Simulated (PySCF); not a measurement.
These are PySCF with PBE-D3(BJ)/def2-TZVP // PBE0-D3(BJ)/def2-TZVP values and carry that method's errors. Isolated molecules, 0 K electronic values unless said otherwise. 

Reference species (SMILES): `C=[SiH]` (neutral, multiplicity 2).

```yaml
dipole_moment: 0.50 D
```

Changed species: `[NH2]` (radical fragment; the reference has radical fragment).

Q: Predict the effect on the dipole moment.

A: the dipole moment increases by 1.41 D, to 1.91 D.
